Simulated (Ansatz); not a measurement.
**How far each method lies from full CI for CN, quartet**

Geometry: a point of a stretch scan, not a stationary point.

```yaml
atoms:
  - { symbol: N, position_ang: [0.0000, 0.0000, 0.0000] }
  - { symbol: C, position_ang: [0.0000, 0.0000, 2.4400] }
```

Basis 6-31G; Ansatz 0.2.0. Only valence electrons are correlated (noble-gas cores frozen), which leaves 9 electrons in 16 orbitals. Prefix R: restricted or restricted open-shell reference; prefix U: unrestricted. Active spaces: pair = (5e, 5o) about the gap; valence = (9e, 8o) chosen from the atoms' valence shells.

Full CI is exact within this basis and frozen core; it isn't the basis-set limit. The frozen core follows each run's orbitals, which can shift R against U totals by a few meV.

Coupled cluster chose its determinant by trial CCSD, here up to 0.92 eV above the lowest Hartree–Fock solution of its kind.

The UHF ⟨S²⟩ is 4.749 and the T1 diagnostic (RCCSD) is 0.0736. The largest doubles amplitude (RCCSD) is 0.395 and the T1 diagnostic (UCCSD) is 0.0119.

| level | E − E(determinant under the R cluster runs) (eV) |
| --- | --- |
| RCCSD* | -5.1752 |
| RCCSD(T)* | -5.5143 |

Task: Estimate how far full CI in 6-31G lies from RCCSD(T). The table doesn't fix it; the size of (T) and the diagnostics are the guide.

Result: Full CI in 6-31G lies 0.6 kJ/mol below RCCSD(T), which is 2 % of the (T) step (-32.7 kJ/mol). T1 is raised, a doubles amplitude is large, but (T) still catches most of what CCSD lacks.

The other levels:

```tsv
level	E − E(full CI) (kJ/mol)	share of correlation (%)	wall time
UHF†	281.4	–	–
UMP2†	139.1	–	–
UCCSD*†	21.8	–	–
UCCSD(T)*†	5.6	–	2.4 s
BCCD(T)*	8.1	98.49	2.8 s
RCCSDT*	1.5	99.72	–
UCCSDT*†	1.1	–	–
RCCSDT(Q)*	-1.0	100.19	9 s
UCCSDT(Q)*†	-0.7	–	10 s
RCCSDTQ*	0.1	99.99	74 s
UCCSDTQ*†	1.3	–	1.7 min
CASSCF (valence space)†	158.3	–	–
NEVPT2 (valence space)†	54.5	–	1.6 s
MRCISD (valence space)†	6.7	–	–
MRCISD+Q (valence space)†	2.6	–	2.3 s
```

An asterisk marks runs whose energy the program itself flagged as in doubt. A dagger marks rows that describe another state than the reference (another or a broken symmetry, a higher spin or other natural occupations), so the difference isn't the method's error.

The correlation energy at full CI, counted from the determinant under the R cluster runs, is -5.521 eV. That run took 65 s on 1 thread of Arm Neoverse V1, shared host over 1,121,120 determinants.

Run but not shown, since their state, orbitals or frozen core can't be matched to the reference's or they repeat it: RHF, RMP2, CISD, CISDTQ, CASSCF (pair space), NEVPT2 (pair space).

Times hold each run's SCF and search for its determinant on a shared host, so for small cases they say little of a method's own cost; they ran on 1 thread of Arm Neoverse V1.

More than 5 meV below full CI, which no variational method can be: RCCSDT(Q).

The full-CI state has the irrep B1 of C2v, in the program's axes (one component, if the state is degenerate).

Natural occupations of full CI about the gap: 1.984 1.943 1.427 1.039 0.993 0.952 0.567 0.046 0.012 0.008; effectively unpaired electrons, Σ n²(2−n)², 4.34. No single determinant describes this state well, so single-reference rows can miss without a flag.
